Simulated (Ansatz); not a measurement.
Two structures of BH₃ClF, closed shell, reached by relaxing down either side of one saddle point (PBE0-D4/def2-TZVP). Energies are electronic, without zero-point energy. Ansatz 0.2.0; basis: def2-TZVPP and def2-QZVPP; cores frozen in the correlated methods. Extrapolation: Hartree–Fock as exp(−7.88 √X), correlation as X^−2.97. First:

```
6
angstrom
B -0.2496 0.3577 -0.8765
F 0.8055 1.0766 -0.5218
H -0.0581 -0.6279 -1.5266
H -1.3318 0.7792 -0.5895
H 0.9176 -0.4058 1.8567
Cl -0.0836 -1.1797 1.6579
```

Second:

```tsv
atom	x (Å)	y (Å)	z (Å)
B1	-0.6282	-0.2874	-0.4223
F2	1.2527	1.0107	0.1852
H3	-0.0621	-0.7253	-1.3699
H4	-1.3273	0.6724	-0.4391
H5	1.3740	0.5807	0.9956
Cl6	-0.6093	-1.2512	1.0506
```

Question: Which bonds change from the first to the second?

Answer: BH₂F ([BH2][F]) + HCl → BH₂Cl ([BH2][Cl]) + HF; bonds formed: B1–Cl6, F2–H5; bonds broken: B1–F2, H5–Cl6.

Question: Give the saddle point's structure and its height above each. (To be estimated.)

Answer: By the calculation: 97.5 kJ/mol above the first and 55.1 kJ/mol above the second (CCSD(T) at an estimated basis limit (MP2 extrapolated from triple and quadruple zeta, plus CCSD(T) − MP2 in triple zeta)).
```tsv
atom	x (Å)	y (Å)	z (Å)
B1	-0.2823	0.0475	-0.4550
F2	0.9364	0.8284	0.0289
H3	0.0032	-0.6717	-1.3572
H4	-1.2596	0.7234	-0.4282
H5	0.8019	0.0908	0.9536
Cl6	-0.1996	-1.0184	1.2580
```

T1 diagnostic: at most 0.012.

Labels in which every atom is bracketed show which atoms are joined, not bond orders.

For scale, one of the runs: CCSD(T)/def2-TZVPP, 146 basis functions, launched by `ansatz run in.yaml --threads 2 --pin off --events-out ev --progress --plain --max-ram 4352MiB`. The run took 9.5 s on 2 CPU threads of an Intel Xeon Platinum 8488C (shared host), with 0.91 GiB of host memory at its peak.
